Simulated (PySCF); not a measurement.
Level of theory: PySCF, B3LYP, basis Mg def2-TZVP, Cl def2-TZVP (no relativity, density fitting). Open shells, if any, are unrestricted.

Question: What shape and geometry does isolated singlet MgCl2 take (every ligand bound to Mg)?

Answer: Counting electrons, magnesium keeps none of its valence electrons outside its bonds, so the VSEPR class is AX2 and the expected shape is linear (D∞h), as computed. The lowest minimum found is a singlet of D∞h symmetry with Mg–Cl 2.177 Å (×2); Cl–Mg–Cl 180.0°. Its harmonic wavenumbers are 109 (πu), 320 (σg+), 615 (σu+) cm⁻¹ and its dipole moment is 0.00 D.
